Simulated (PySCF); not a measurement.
Planning an EPR job on `[CH2]/C=C(\C)OC` [radical].

Method: UKS B3LYP, pcH-1 on C H O, non-relativistic, mean-field spin-orbit, GIAO (PySCF 2.14.0). Geometry: GFN2-xTB. Work: unrestricted SCF, g, hyperfine, density and orbital grids written, density fitting. The command runs a driver script over a list of jobs; the input below is this job's line of settings and its coordinates in Å.

Command:
```bash
OMP_NUM_THREADS=1 python probes_run.py task.json out
```

Input:
```
{"job": {"kind": "epr", "basis": "pcH-1"}, "charge": 0, "multiplicity": 2}
C     -1.978089    -1.048809    -0.140556
C     -0.638338    -0.817411     0.029343
C      0.010482     0.401614    -0.065030
C     -0.645388     1.707181    -0.373761
O      1.355765     0.573412     0.116176
C      2.168160    -0.530192     0.419615
H     -2.680329    -0.270817    -0.373712
H     -2.372716    -2.042538    -0.041733
H     -0.031063    -1.682451     0.261234
H     -0.473490     2.411522     0.440530
H     -0.209550     2.138262    -1.275343
H     -1.711434     1.583283    -0.518034
H      3.178569    -0.134734     0.515734
H      2.148846    -1.278561    -0.379630
H      1.874161    -1.001772     1.363255
```

Hardware: Arm Neoverse V1, one thread, no GPU (shared host). PySCF's memory limit was set to 1600 MB.

Question: How large is the basis?

Answer: 240 functions.

Question: Which is nearest to the wall time?
A. 46 s
B. 6.1 min
C. 5.7 s

Answer: A. The run took 46 s. CPU seconds by part: SCF 21, spin–orbit mean field 1.9, g tensor 18, hyperfine 0.2.

Question: How much memory does it need at the peak?

Answer: About 0.86 GiB. Peak memory is the resident size of the whole Python process, interpreter and libraries included.

Question: At this speed, how long would 5000 such jobs take on 8 cores, one job a core?

Answer: 5000/8 gives 625 rounds of 46 s, about 8.0 h of wall time and 64 core-hours, if the jobs don't slow each other.

The host was shared with other jobs, so the times are rough.

The run converged: ⟨S²⟩ 0.770; g_iso 2.0030.
